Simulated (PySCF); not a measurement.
Species: methylenecyclopentane, C6H10.
Cartesian coordinates in Å at the GFN2-xTB level; atoms count from 1:
```xyz
16
C6H10 angstrom
C      2.2441   -0.1990   -0.0696
C      0.9293   -0.0817   -0.0290
C     -0.0095   -1.0037    0.7043
C     -1.3520   -0.2710    0.6963
C     -1.3227    0.5088   -0.6172
C      0.1245    0.9953   -0.7082
H      2.7589   -0.9886    0.4513
H      2.8582    0.4897   -0.6250
H      0.3431   -1.2332    1.7098
H     -0.0899   -1.9465    0.1561
H     -1.4006    0.4240    1.5366
H     -2.2015   -0.9497    0.7618
H     -1.5420   -0.1618   -1.4503
H     -2.0425    1.3262   -0.6353
H      0.4519    1.1664   -1.7336
H      0.2432    1.9337   -0.1594
```

The closed-shell ground state was solved at several levels (PySCF, density fitting, gas phase, non-relativistic).

| level | basis functions | total energy (Eh) | HOMO (eV) | LUMO (eV) | gap (eV) | dipole (D) |
| --- | --- | --- | --- | --- | --- | --- |
| CAM-B3LYP/def2-SVPD | 200 | -234.3373 | -8.23 | 1.37 | 9.60 | 0.65 |
| B3LYP/pcJ-1 | 262 | -234.6582 | -6.65 | 0.16 | 6.81 | 0.61 |

Estimate the row for PBE0/pcSseg-1, a basis of 152 functions; the other rows only guide the guess.

Total energy -234.3197 Eh, HOMO -6.89 eV, LUMO 0.38 eV, gap 7.27 eV, dipole 0.59 D.

Over all these levels, which gives the widest orbital gap and which the narrowest?

CAM-B3LYP/def2-SVPD (range-separated hybrid) has the widest, 9.60 eV, and B3LYP/pcJ-1 (global hybrid, 20 % exact exchange) the narrowest, 6.81 eV. Functional and basis both differ between the two, so the spread mixes both effects.

How far do the dipole and the HOMO energy spread over the levels?

The dipole runs from 0.59 to 0.65 D (mean 0.62 D) and the HOMO from -8.23 to -6.65 eV.

One conformer stands for the species.
